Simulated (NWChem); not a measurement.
System: acetone (C3H6O); SMILES C(C)(=O)C

### Question
Give the equilibrium geometry at PBE-D3(BJ)/def2-SVP (NWChem) as an XYZ file, with the point group.

### Answer
point group C2v; any orientation.
```
10

C     -1.2916    -0.0007    -0.6155
C      0.0000     0.0000     0.1888
C      1.2916     0.0007    -0.6155
O      0.0000     0.0000     1.4087
H     -1.3359    -0.8891    -1.2799
H     -1.3398     0.8902    -1.2761
H     -2.1584    -0.0046     0.0698
H      2.1584     0.0046     0.0698
H      1.3398    -0.8902    -1.2761
H      1.3359     0.8891    -1.2799
```
